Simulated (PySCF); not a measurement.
Compound: thietane 1,1-dioxide, C3H6O2S.
Z-matrix (Å and degrees, GFN2-xTB geometry), rows numbered from 1:
```
O 
S   1  1.4345
O   2  1.4334  1  117.94
C   2  1.8322  1  114.18  3   135.65
C   4  1.5304  2   88.36  1   126.31
C   5  1.5304  4   99.57  2   -17.37
H   4  1.0842  2  109.25  1    11.56
H   4  1.0834  2  116.36  1  -115.12
H   5  1.0888  4  110.37  2    98.65
H   5  1.0897  4  113.81  2  -138.80
H   6  1.0842  2  109.27  1   -11.57
H   6  1.0834  2  116.35  1   115.13
```

NICS = −σ at a ghost point: NICS(0) at the centroid of the ring atoms, NICS(1) 1 Å to either side along the normal of their mean plane, zz for the tensor component along that normal. Level: GIAO PBE0/pcSseg-1 (PySCF, non-relativistic, gas phase) on the GFN2-xTB geometry, one conformer.

Ring bond lengths (Å), with Mayer bond orders in brackets: S2–C4 1.832 (0.84), C4–C5 1.530 (1.01), C5–C6 1.530 (1.01), C6–S2 1.832 (0.84).

Problem. What do the NICS probes read (ppm)?

Solution. 
```tsv
ring	type	NICS(0)	NICS(1), two faces	NICS(1)zz, two faces	rms pucker (Å)	centre to ring atoms, mean (Å)
S2–C4–C5–C6	4-membered ring with S; formal bonds all single	-3.4	-1.4 / -1.4	0.4 / 0.0	0.11	1.18
```

Problem. What can be read from them?

Solution. 
- S2–C4–C5–C6: mean NICS(1)zz 0.2 ppm, near zero. S2, C4, C5, C6 have four or more neighbours, and the NICS criterion for π rings isn't applied.

Problem. List the ring angles and the Hirshfeld charges of the ring atoms.

Solution. 
- S2–C4–C5–C6: S2 79.3° (+0.518 e), C4 88.4° (-0.076 e), C5 99.6° (-0.068 e), C6 88.4° (-0.076 e); sum 355.5° against 360° for a flat convex ring.

Hardware: one thread of an x86-64 server (shared host). Cost: 15 s of wall time. This is the whole shielding run at PBE0/pcSseg-1, SCF included.
